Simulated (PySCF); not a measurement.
Molecule: SMILES CCCC(F)F, C4H8F2.

Molfile (atoms numbered from 1):
```
C4H8F2
     RDKit          3D

 14 13  0  0  0  0  0  0  0  0999 V2000
    1.8900    0.3875   -0.2264 C   0  0  0  0  0  0  0  0  0  0  0  0
    0.4570    0.6303    0.2177 C   0  0  0  0  0  0  0  0  0  0  0  0
   -0.4073   -0.6193    0.1376 C   0  0  0  0  0  0  0  0  0  0  0  0
   -1.8448   -0.3745    0.5096 C   0  0  0  0  0  0  0  0  0  0  0  0
   -2.4040    0.5216   -0.3409 F   0  0  0  0  0  0  0  0  0  0  0  0
   -2.5550   -1.5223    0.4147 F   0  0  0  0  0  0  0  0  0  0  0  0
    2.4906    1.3069   -0.1640 H   0  0  0  0  0  0  0  0  0  0  0  0
    2.3816   -0.3754    0.3981 H   0  0  0  0  0  0  0  0  0  0  0  0
    1.9291    0.0343   -1.2690 H   0  0  0  0  0  0  0  0  0  0  0  0
   -0.0012    1.4176   -0.4027 H   0  0  0  0  0  0  0  0  0  0  0  0
    0.4488    1.0154    1.2528 H   0  0  0  0  0  0  0  0  0  0  0  0
   -0.0188   -1.4085    0.8022 H   0  0  0  0  0  0  0  0  0  0  0  0
   -0.4038   -1.0324   -0.8853 H   0  0  0  0  0  0  0  0  0  0  0  0
   -1.9671    0.0185    1.5361 H   0  0  0  0  0  0  0  0  0  0  0  0
  1  2  1  0
  2  3  1  0
  3  4  1  0
  4  5  1  0
  4  6  1  0
  1  7  1  0
  1  8  1  0
  1  9  1  0
  2 10  1  0
  2 11  1  0
  3 12  1  0
  3 13  1  0
  4 14  1  0
M  END
```

Geometry PBE0-D3(BJ)/def2-SVP throughout; GIAO in PySCF 2.14, gas phase, one conformer, non-relativistic; equivalent atoms averaged; functional PBE0.

(1) How do the absolute shieldings σ depend on the basis set? (ppm; last column core-seconds on shared hosts with different chips, so compare them loosely)

(2) Which nucleus moves most, in ppm?

(3) Taking the largest basis, pcSseg-2 (328 functions), as the yardstick, rank the others by their worst heavy-atom deviation.

## Answers

(1) 
```tsv
basis set	functions	C4	C3	C2	C1	F5/F6	H14	H12/H13	H10/H11	H7/H8/H9	core-s
STO-3G	38	149.2	208.2	210.5	214.5	419.6	29.80	31.63	31.84	31.85	2.5
6-31G	70	83.4	161.7	181.1	183.8	320.6	26.80	30.89	31.12	31.50	5.1
pcSseg-0	70	63.3	151.9	175.4	176.2	325.5	26.69	31.08	31.47	31.62	9.8
6-31G*	100	81.0	157.1	175.8	178.8	327.4	26.18	30.41	30.55	30.96	6.9
def2-SVP	124	78.6	156.3	175.5	178.7	330.2	25.95	29.99	30.20	30.47	8.2
cc-pVDZ	124	81.6	156.5	176.0	180.5	324.8	25.83	29.91	30.08	30.38	19
pcSseg-1	142	64.2	144.7	165.0	168.6	309.7	25.62	29.78	30.02	30.23	12
6-311+G(2d,p)	210	68.2	147.1	167.0	171.6	307.2	25.82	29.95	30.17	30.56	18
aug-cc-pVDZ	210	80.7	156.0	174.7	180.1	317.5	25.59	29.75	29.96	30.36	40
def2-TZVP	234	65.3	146.5	166.3	171.0	307.5	25.84	29.91	30.11	30.52	21
IGLO-III	290	60.9	142.6	163.2	168.1	305.5	25.64	29.76	29.98	30.41	60
cc-pVTZ	292	67.1	147.5	167.2	171.8	309.7	25.68	29.74	29.93	30.33	55
pcSseg-2	328	60.1	142.7	163.3	168.0	306.1	25.59	29.67	29.87	30.26	75
```

(2) F5/F6 (fluorine of a CF2 group): from 305.5 ppm with IGLO-III to 419.6 ppm with STO-3G. The smallest spread is 1.62 ppm, at H7/H8/H9. Proton shifts span only some 12 ppm, so a few tenths of a ppm matter as much there as several ppm in carbon.

(3) IGLO-III 0.8 ppm (290 functions), pcSseg-1 4.1 ppm (142 functions), def2-TZVP 5.2 ppm (234 functions), cc-pVTZ 7.0 ppm (292 functions), 6-311+G(2d,p) 8.1 ppm (210 functions), pcSseg-0 19.4 ppm (70 functions), aug-cc-pVDZ 20.6 ppm (210 functions), 6-31G* 21.3 ppm (100 functions), cc-pVDZ 21.5 ppm (124 functions), 6-31G 23.3 ppm (70 functions), def2-SVP 24.2 ppm (124 functions), STO-3G 113.5 ppm (38 functions).

A small basis that lands close on one nucleus may do so by chance; judge by the trend and by all nuclei.
